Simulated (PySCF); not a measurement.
**P: electron affinity**

P⁻ [Ne] 3s2 3p4 (3P) → P [Ne] 3s2 3p3 (4S), as a difference of total energies. All numbers are calculated (PySCF 2.14, scalar relativity by spin-free X2C-1e, in aug-cc-pVDZ-DK (5s4p2d, 27 functions)). Correlated levels: valence: [Ne] frozen. The calculations carry no spin-orbit coupling.

Q: Order these methods by the electron affinity they give, lowest first.
A. r2SCAN
B. SCS-MP2 (valence)
C. MP2 (valence)
D. LDA

A: C (0.257 eV), B (0.291 eV), A (0.742 eV), D (0.987 eV).

A first-order spin-orbit estimate (lowest level to lowest level, LS coupling) adds 0.012 eV.

Errors of the correlated levels include the incompleteness of this basis and the frozen core.

A negative affinity means that the anion lies above the atom at that level of theory.

In the anion the highest occupied orbital energy is positive at LDA, PBE, PBE0, r2SCAN, B97-3, TPSS, M06-L, a self-interaction effect; the basis confines that electron, and the energy difference can still be sensible.

For comparison: 0.747 eV (measured; photodetachment measurements, as compiled on the Wikipedia data page of electron affinities).
